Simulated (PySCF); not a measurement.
A search over the determinants of AlCl

Unrestricted PBE0; Al def2-TZVP, Cl def2-TZVP; no relativity (PySCF 2.14). Outer shells of the fragments: Al 3s2 3p1; Cl 3s2 3p5.

Followed along the bond (rough minima from three points):

```
2Ms+1  unpaired  ⟨S²⟩ at the start  R at minimum (Å)  Te (eV)
    1      none               0.00              2.15     0.00
    3  σ ↑, π ↑               2.00              2.12     2.80
```

Solutions found at the starting distance of 2.165 Å, counted from the lowest of them; the search is not exhaustive and high or unbound solutions are not listed, so other states can lie among these:

```tsv
2Ms+1	unpaired	term	E (eV)	⟨S²⟩	⟨Lz²⟩	μ (D)
1	none	¹Σ⁺	0.00	0.00	0.00	-1.63
3	σ ↑, π ↑	³Π	2.82	2.00	1.00	-1.87
1	σ ↓, π ↑	mixed	3.54	1.01	1.01	-1.53
3	σ ↑↑	³Σ⁺	5.21	2.00	0.00	-1.02
3	π ↑↑	mixed	6.21	2.02	2.02	3.73
3	π ↑↑	mixed	6.41	2.02	2.02	3.86
3	σ ↑, π ↑	³Π	8.32	2.01	1.01	3.91
```

A term symbol is given only where ⟨S²⟩ and ⟨Lz²⟩ are close to those of a pure state; real π, δ and φ orbitals otherwise mix terms. A positive dipole means Al(−)Cl(+).

The measured ground state is X ¹Σ+ (Huber and Herzberg, Constants of Diatomic Molecules (1979)).

Counting both spins, an empty level lies below a filled one in some of these solutions, because spin and occupation are held.
